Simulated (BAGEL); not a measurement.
# H2O (water) at HF/def2-SV(P) (DC, density fitting with tzvpp-jkfit)

What is the energy change on altering one bond length of H2O (water) at HF/def2-SV(P) (DC, density fitting with tzvpp-jkfit)? 

The calculation is run with BAGEL 1.2.2.

2 further runs of the same task are left out: 2 set aside as unsound or not needed.

## (1) Starting point

H2O has 3 atoms, charge 0, and is taken as a singlet. As SMILES, `O`. The coordinates come from a PBE0-D4/def2-TZVP relaxation.

Bond lengths: O1–H2 0.960 Å, O1–H3 0.960 Å. Angles: H2–O1–H3 105.1°.

## (2) The energy at HF/def2-SV(P) (DC, density fitting with tzvpp-jkfit)

Input file calc.json:

```json
{ "bagel": [

{
  "title": "molecule",
  "basis": "def2-sv_p_.json",
  "df_basis": "tzvpp-jkfit",
  "angstrom": true,
  "finite_nucleus": true,
  "geometry": [
    { "atom": "O", "xyz": [      -0.302700,       0.200200,      -0.140600 ] },
    { "atom": "H", "xyz": [       0.466500,       0.548400,       0.315300 ] },
    { "atom": "H", "xyz": [      -0.163800,      -0.748600,      -0.174700 ] }
  ]
},

{ "title": "hf" },

{ "title": "dhf", "gaunt": false, "breit": false, "thresh": 1.0e-6, "maxiter": 30 }

]}
```

The basis set def2-SV(P) is read from a file made from the Basis Set Exchange's data (not shown).

The run is started by

```console
$ BAGEL_NUM_THREADS=1 BAGEL calc.json > calc.out
```

The program printed:

```text
* using 1 threads per process

  ===============================================================
  ===============================================================

  *** Geometry ***

  { "atom" : "O", "xyz" : [     -0.572020,      0.378323,     -0.265695 ] },
  { "atom" : "H", "xyz" : [      0.881557,      1.036326,      0.595831 ] },
  { "atom" : "H", "xyz" : [     -0.309537,     -1.414649,     -0.330135 ] },

  Number of auxiliary basis functions:      113

  Since a DF basis is specified, we compute 2- and 3-index integrals:
    o Being stored without compression. Storage requirement is 0.000 GB

  Number of basis functions:       18
  Number of electrons      :       10

    * METHOD: MOLECULE                             0.01

  *** RHF ***

  === Nuclear Repulsion ===
     9.1713007545

      * DIIS with orbital gradients will be used.

  === RHF iteration (def2-sv_p_.json) ===
      0        -75.80983287          0.06959674           0.00
      1        -75.89793206          0.03859838           0.00
      2        -75.93779601          0.00327726           0.00
      3        -75.93816832          0.00048743           0.00
      4        -75.93817916          0.00010935           0.00
      5        -75.93817993          0.00001404           0.00
      6        -75.93817994          0.00000288           0.00
      7        -75.93817994          0.00000066           0.00
      8        -75.93817994          0.00000012           0.00
      9        -75.93817994          0.00000003           0.00
     10        -75.93817994          0.00000000           0.00
    * SCF iteration converged.

    * Permanent dipole moment:
           (   -0.694376,     0.459261,    -0.322527) a.u.

    * METHOD: HF                                   0.02

  *** Geometry (Relativistic) ***

  *** Dirac HF ***

  === Nuclear Repulsion ===
     9.1713007545

      * DIIS with orbital gradients will be used.

  === Dirac RHF iteration (def2-sv_p_.json, RKB) ===
      0        -75.99238598          0.00011994           0.04
      1        -75.99238731          0.00002318           0.04
      2        -75.99238775          0.00001293           0.04
      3        -75.99238790          0.00000268           0.04
      4        -75.99238792          0.00000051           0.04
    * SCF iteration converged.

    * Permanent dipole moment: Dirac Hartree-Fock
           (   -0.692444,     0.457984,    -0.321629) a.u.

    * METHOD: DHF                                  0.25

  ===============================================================
```

Wall time 0.44 s (1 thread of Arm Neoverse V2, shared host).

## (3) The distorted shape at the same level

Input file calc.json:

```json
{ "bagel": [

{
  "title": "molecule",
  "basis": "def2-sv_p_.json",
  "df_basis": "tzvpp-jkfit",
  "angstrom": true,
  "finite_nucleus": true,
  "geometry": [
    { "atom": "O", "xyz": [      -0.337425,       0.437401,      -0.132075 ] },
    { "atom": "H", "xyz": [       0.431775,       0.785601,       0.323825 ] },
    { "atom": "H", "xyz": [      -0.163800,      -0.748600,      -0.174700 ] }
  ]
},

{ "title": "hf" },

{ "title": "dhf", "gaunt": false, "breit": false, "thresh": 1.0e-6, "maxiter": 30 }

]}
```

The basis set def2-SV(P) is read from a file made from the Basis Set Exchange's data (not shown).

The run is started by

```console
$ BAGEL_NUM_THREADS=1 BAGEL calc.json > calc.out
```

The program printed:

```text
* using 1 threads per process

  ===============================================================
  ===============================================================

  *** Geometry ***

  { "atom" : "O", "xyz" : [     -0.637641,      0.826568,     -0.249586 ] },
  { "atom" : "H", "xyz" : [      0.815936,      1.484571,      0.611941 ] },
  { "atom" : "H", "xyz" : [     -0.309537,     -1.414649,     -0.330135 ] },

  Number of auxiliary basis functions:      113

  Since a DF basis is specified, we compute 2- and 3-index integrals:
    o Being stored without compression. Storage requirement is 0.000 GB

  Number of basis functions:       18
  Number of electrons      :       10

    * METHOD: MOLECULE                             0.01

  *** RHF ***

  === Nuclear Repulsion ===
     8.2491747833

      * DIIS with orbital gradients will be used.

  === RHF iteration (def2-sv_p_.json) ===
      0        -75.75411895          0.07355151           0.00
      1        -75.84262256          0.04565395           0.00
      2        -75.89891298          0.00402573           0.00
      3        -75.89958866          0.00078274           0.00
      4        -75.89962496          0.00017192           0.00
      5        -75.89962723          0.00002031           0.00
      6        -75.89962726          0.00000546           0.00
      7        -75.89962726          0.00000103           0.00
      8        -75.89962726          0.00000017           0.00
      9        -75.89962726          0.00000006           0.00
     10        -75.89962726          0.00000002           0.00
     11        -75.89962726          0.00000000           0.00
    * SCF iteration converged.

    * Permanent dipole moment:
           (   -0.697612,     0.518201,    -0.317493) a.u.

    * METHOD: HF                                   0.03

  *** Geometry (Relativistic) ***

  *** Dirac HF ***

  === Nuclear Repulsion ===
     8.2491747833

      * DIIS with orbital gradients will be used.

  === Dirac RHF iteration (def2-sv_p_.json, RKB) ===
      0        -75.95385291          0.00012102           0.04
      1        -75.95385446          0.00002768           0.04
      2        -75.95385504          0.00001735           0.04
      3        -75.95385532          0.00000380           0.04
      4        -75.95385537          0.00000103           0.04
      5        -75.95385538          0.00000024           0.04
    * SCF iteration converged.

    * Permanent dipole moment: Dirac Hartree-Fock
           (   -0.695424,     0.515678,    -0.316601) a.u.

    * METHOD: DHF                                  0.29

  ===============================================================
```

Run time: 0.5 s. Hardware: 1 thread of Arm Neoverse V2, shared host.

## (4) Summary of results

Level: HF/def2-SV(P) (DC, density fitting with tzvpp-jkfit).

| quantity | value |
| --- | --- |
| first shape: total energy | -75.99239 Eh |
| first shape: dipole moment | 2.26 D |
| distorted shape: total energy | -75.95386 Eh |
| distorted shape: dipole moment | 2.34 D |
| energy change with the O1–H3 bond stretched from 0.960 to 1.199 Å | 1.049 eV |

**Reading.** With the O1–H3 bond stretched from 0.960 to 1.199 Å the energy rises by 1.05 eV (101 kJ/mol). The first shape isn't relaxed at this level, so the change isn't measured from a minimum.
